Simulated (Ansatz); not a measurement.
Geometry optimisation, RKS BHLYP-D4/def2-SVP in Ansatz.

Input:

```yaml
crystal:
  periodic: [false, false, false]
  atoms:
    - { symbol: B, position_ang: [-0.067903, -0.239274, 0.152145] }
    - { symbol: O, position_ang: [-0.059147, -0.430608, 1.504704] }
    - { symbol: H, position_ang: [-0.932426, -0.590912, 1.865262] }
    - { symbol: H, position_ang: [0.961037, -0.070831, -0.423422] }
    - { symbol: Cl, position_ang: [-1.581072, -0.290895, -0.75223] }
    - { symbol: H, position_ang: [-0.164071, 2.117517, 0.590136] }
    - { symbol: H, position_ang: [0.015681, 1.766303, 1.184004] }
basis:
  gaussian: { orbitals: def2-SVP }
hamiltonian:
  xc: { name: BHLYP }
  dispersion: d4
relax:
  f_tol: 0.03
  max_steps: 50
output:
  orbitals: {}
```

Launched with:

```bash
$ ansatz run input.yaml --threads 1 --pin off --max-ram 2048MiB --backend cpu --events-out ev --progress --plain --runs-dir out
```

Task: Where does it end, and by what steps?

Result: The run converged. The force dipped under the threshold on the way, but the program's further checks kept it going. After 30 steps the energy has fallen by 0.221 eV; H7 moved furthest, 0.87 Å.

| step | energy less start (eV) | largest force component (eV/Å) | accepted |
| --- | --- | --- | --- |
| 0 | 0.0000 | 1.294 | yes |
| 2 | -0.2018 | 0.399 | yes |
| 4 | -0.2134 | 0.355 | yes |
| 6 | -0.2153 | 0.121 | yes |
| 8 | -0.2162 | 0.046 | yes |
| 10 | -0.2171 | 0.069 | yes |
| 12 | -0.2170 | 0.048 | no |
| 14 | -0.2174 | 0.163 | yes |
| 16 | -0.2187 | 0.040 | yes |
| 18 | -0.2189 | 0.012 | yes |
| 20 | -0.2192 | 0.039 | yes |
| 22 | -0.2194 | 0.039 | yes |
| 24 | -0.2196 | 0.097 | yes |
| 26 | -0.2203 | 0.013 | yes |
| 28 | -0.2196 | 0.247 | no |
| 30 | -0.2211 | 0.007 | yes |

```xyz
7
Properties=species:S:1:pos:R:3
B -0.007 -0.617 0.088
O -0.009 -0.791 1.405
H -0.835 -0.579 1.838
H 0.979 -0.847 -0.539
Cl -1.457 -0.046 -0.754
H -0.483 2.515 0.752
H -0.016 2.626 1.331
```

Whether the end is a true minimum wasn't checked by a vibrational analysis.

Run time: 32 s on 1 thread of Intel(R) Xeon(R) 6975P-C (Granite Rapids) (shared host), peak memory 0.15 GiB.
